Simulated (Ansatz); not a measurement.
**Al₂ (triplet): from Hartree-Fock to the top rungs, aug-cc-pVTZ**

The task here is to estimate one member of a computed series from the others.

Program: Ansatz 0.2.0, Gaussian basis. Level of theory: aug-cc-pVTZ, core rule «outside noble gas», up to 10 orbitals frozen. These are calculated values, not measurements.

To be run: UHF; CCSD(T) on ROHF; CCSD(T) on UHF; BCCD(T) on ROHF; CCSDT(Q) on ROHF; CCSDT(Q) on UHF; CASSCF and MRCISD+Q, 6 electrons in 8 orbitals; CASSCF and NEVPT2, 6 electrons in 8 orbitals.

5 further runs of the same task are left out: 5 set aside as unsound or not needed.

## What is computed

The geometry is a PBE0/def2-TZVPD stationary point (not a proven minimum) of the parent state, kept for this charge and spin.

2 atoms, charge 0, spin multiplicity 3.

Atoms are counted from 1 here; the program's logs count them from 0.

Bond lengths: Al1–Al2 2.538 Å.

The first run:

Input file in.yaml:

```yaml
crystal:
  periodic: [false, false, false]
  atoms:
    - {symbol: Al, position_ang: [0.000000, 0.000000, 0.000000]}
    - {symbol: Al, position_ang: [0.000000, 0.000000, 2.538000]}
basis:
  gaussian: {orbitals: aug-cc-pVTZ}
magnetization: {spin_polarized: true, initial_magnetization: 2}
hamiltonian: {xc: hf}
output: {orbitals: {seedname: orbitals}}
```

Run with:

```sh
ansatz run in.yaml --threads 1 --pin off --events-out ev --progress --plain --max-ram 2560MiB --backend cpu
```

Steps of the session up to this table: UHF; CCSD(T) on ROHF; CCSD(T) on UHF; BCCD(T) on ROHF; CCSDT(Q) on ROHF; CCSDT(Q) on UHF; CASSCF and MRCISD+Q, 6 electrons in 8 orbitals; CASSCF and NEVPT2, 6 electrons in 8 orbitals.

One of the session's tables, all rows but one given; the rest of the session is left out.

| method | from UCCSDT(Q) (kJ/mol) |
| --- | --- |
| RMP2 | +90.2 |
| UMP2 | +96.6 |
| RCCSD | +34.0 |
| UCCSD | +33.0 |
| RCCSD(T) | +7.6 |
| UCCSD(T) | ? |
| BCCD(T) | +7.9 |
| RCCSDT | +2.5 |
| UCCSDT | +2.3 |
| RCCSDT(Q) | +0.2 |
| UCCSDT(Q) | 0 |
| CASSCF valence | +201.9 |
| NEVPT2 valence | +46.7 |
| MRCISD valence | +13.0 |
| MRCISD+Q valence | -1.0 |

**Question.** Estimate the row for UCCSD(T).

As computed: from UCCSDT(Q) (kJ/mol): +7.8. In the column «from UCCSDT(Q) (kJ/mol)» it lies between RCCSD(T) (+7.6) and BCCD(T) (+7.9).

Among the levels timed on like hardware and quicker than the yardstick, those that no quicker one beats, quickest first: MRCISD+Q valence (4.6 s, -1.0 kJ/mol).

Left out of the table: ROHF, UHF (another determinant or state than the rows shown).

To keep in mind: Of the multireference levels listed MRCISD+Q valence comes nearest in total energy (-1.0 kJ/mol), which doesn't show that its space is the better one. Restricted and unrestricted rows rest on different reference determinants; where their highest levels disagree by more than a few hundredths of an eV, they describe different states and don't form one ladder.
